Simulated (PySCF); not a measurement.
Does the answer move with the share of exact exchange?

Species: F2O2S.
SMILES: `O=S(=O)(F)F`

PySCF, pcSseg-2 basis, density fitting, gas phase, PBE0-D3(BJ)/def2-SVP geometry. One functional is left out:

```json
{"functional": "B97-D", "exact exchange (%)": "0", "HOMO energy (eV)": "-9.05", "LUMO energy (eV)": "-1.87"}
{"functional": "BLYP", "exact exchange (%)": "0", "HOMO energy (eV)": "-8.93", "LUMO energy (eV)": "-1.89"}
{"functional": "BP86", "exact exchange (%)": "0", "HOMO energy (eV)": "-9.12", "LUMO energy (eV)": "-2.00"}
{"functional": "LDA", "exact exchange (%)": "0", "HOMO energy (eV)": "-9.28", "LUMO energy (eV)": "-2.25"}
{"functional": "OPBE", "exact exchange (%)": "0", "HOMO energy (eV)": "-8.97", "LUMO energy (eV)": "-1.67"}
{"functional": "PBE", "exact exchange (%)": "0", "HOMO energy (eV)": "-9.02", "LUMO energy (eV)": "-1.89"}
{"functional": "B3LYP", "exact exchange (%)": "20", "HOMO energy (eV)": "-10.53", "LUMO energy (eV)": "-1.01"}
{"functional": "PBE0", "exact exchange (%)": "25", "HOMO energy (eV)": "-10.81", "LUMO energy (eV)": "-0.57"}
```

Predict the row of mPW1PW91 (25 % exact exchange) by straight lines through the other rows, and check it.

```json
{"property": "HOMO energy (eV)", "line": "-10.84", "computed": "-10.84", "computed − line": "0.00", "PBE0 (25 %), for comparison": "-10.81"}
{"property": "LUMO energy (eV)", "line": "-0.65", "computed": "-0.60", "computed − line": "+0.05", "PBE0 (25 %), for comparison": "-0.57"}
```

Which of these properties follows the share of exact exchange most closely, and which least?

Most closely the HOMO energy, least the LUMO energy; the correlations over the tabulated rows are HOMO energy -0.990, LUMO energy 0.954. The HOMO energy moves by -0.712 eV for every 10 %. Functionals with the same share still differ in their other parts: at 0 % BLYP and LDA differ by 0.35 eV in it.
